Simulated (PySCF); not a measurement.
Calculation: B3LYP-D3(BJ)/def2-TZVP in PySCF. All species are isolated molecules in the gas phase. B3LYP has the VWN-RPA correlation part, as in Gaussian. Excitations are Tamm–Dancoff values on a coarser integration grid. The basis has no diffuse functions, so Rydberg states are missing or too high.

Reference species (SMILES): `FB(F)F` (neutral, multiplicity 1).

| Item | Result |
|---|---|
| S1–T1 gap (TDA) | 0.25 eV |
| T1 excitation (TDA) | 10.23 eV |
| HOMO | -11.90 eV |

Changed species: `[SiH3]B([SiH3])F` (2 of 3 F replaced by SiH3; the reference has 0 of 3 F replaced by SiH3).

Question: Predict the effect on the S1–T1 gap (TDA), T1 excitation (TDA) and HOMO.

Answer: the S1–T1 gap (TDA) increases by 0.47 eV, to 0.72 eV; the T1 excitation (TDA) falls by 7.30 eV, to 2.93 eV; the HOMO rises by 4.59 eV, to -7.31 eV.
